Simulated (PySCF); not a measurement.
**2-Propanamine: calculation and literature**

Atoms are numbered as in `[CH3:1][CH:2]([CH3:3])[NH2:4]`. Hydrogens are named by the atom that carries them.

Measured values that the calculation should reproduce: δ ¹³C C2 43.0; C1/C3 26.5; δ ¹H H(C2) 3.07; H(C1)/H(C3) 1.03 ppm (measured; solution, not stated per compound (mostly CDCl3 or CCl4); Pretsch, Buehlmann, Badertscher, Structure Determination of Organic Compounds, 4th ed. (2009)).

PySCF 2.14 calculation with structure optimised with PBE0-D3(BJ)/def2-SVP and σ from GIAO-PBE0/pcSseg-1; relativity neglected, rapidly exchanging positions averaged, single conformer, isolated molecule.

(1) Set the calculated values beside the experiment.

(2) How far are the unscaled ¹³C shifts from the references?

(3) How far are the unscaled ¹H shifts from the references?

## Answers

(1) 
Reference values: measured (solution, not stated per compound (mostly CDCl3 or CCl4); Pretsch, Buehlmann, Badertscher, Structure Determination of Organic Compounds, 4th ed. (2009)).
```tsv
atoms	quantity	reference	computed	computed, scaled
C2	δ ¹³C	43.0	44.5	42.3
C1/C3	δ ¹³C	26.5	26.5	25.0
H(C2)	δ ¹H	3.07	3.08	3.13
H(C1)/H(C3)	δ ¹H	1.03	0.97	1.13
```

Computed shifts are σ(ref) − σ with the named reference compound (TMS for H and C) calculated as an isolated molecule at the same level. The measured values may be among those fitted. Shieldings were converted by linear fits to measured shifts (mostly CDCl3, TMS scale, for H and C): ¹³C (scatter 1.9 ppm rms, 2.3 ppm with the 23 outliers that the fit left out); ¹H (scatter 0.21 ppm rms, 0.22 ppm with the 3 outliers that the fit left out). A few per cent of atoms miss by over 2 rms, more outside the fitted compound classes. Hydrogens on heteroatoms aren't scaled, only referred to computed TMS.

(2) Mean signed difference +0.75 ppm, mean absolute 0.75 ppm over 2 comparisons; the largest is +1.5 ppm at C2 (sp3 CH bonded to N).

(3) Mean signed difference -0.02 ppm, mean absolute 0.04 ppm over 2 comparisons; the largest is -0.06 ppm at H(C1)/H(C3) (hydrogen on a methyl carbon).

4 of the 8 published NMR values on file for this molecule are compared.
